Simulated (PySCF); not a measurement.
Computed NMR parameters against published values

Structure with atom numbers: `[CH:1]#[C:2][C:3]([CH3:4])([CH3:5])[CH3:6]`. Hydrogens are named by the atom that carries them.

Measured values that the calculation should reproduce: δ 13C C2 92.6; C1 66.8; C4/C5/C6 31.1; C3 27.4 ppm (measured; solution, not stated per compound (mostly CDCl3 or CCl4); Pretsch, Buehlmann, Badertscher, Structure Determination of Organic Compounds, 4th ed. (2009)).

[PySCF 2.14: GIAO B97-2/pcSseg-2 shieldings; PBE0-D3(BJ)/def2-TZVP geometry; a single conformation; non-relativistic; fast rotation and ring inversion assumed for equivalent nuclei; no solvent]

Question: How close does the calculation come?

Answer: 
Reference values: measured (solution, not stated per compound (mostly CDCl3 or CCl4); Pretsch, Buehlmann, Badertscher, Structure Determination of Organic Compounds, 4th ed. (2009)).
```tsv
atoms	quantity	reference	computed	computed, scaled
C2	δ 13C	92.6	96.8	91.3
C1	δ 13C	66.8	71.5	67.0
C4/C5/C6	δ 13C	31.1	33.4	30.1
C3	δ 13C	27.4	30.7	27.6
```

Computed shifts are σ(ref) − σ with the named reference compound (TMS for H and C) calculated as an isolated molecule at the same level. The measured values may be among those fitted. Shieldings were converted by linear fits to measured shifts (mostly CDCl3, TMS scale, for H and C): 13C (scatter 2.0 ppm rms, 2.1 ppm with the 1 outlier that the fit left out). Occasional misses reach two or three times the rms, and more in compound classes unlike the fitted ones.

Question: How far are the unscaled 13C shifts from the references?

Answer: Mean signed difference +3.63 ppm, mean absolute 3.63 ppm over 4 comparisons; the largest is +4.7 ppm at C1 (terminal alkyne carbon).
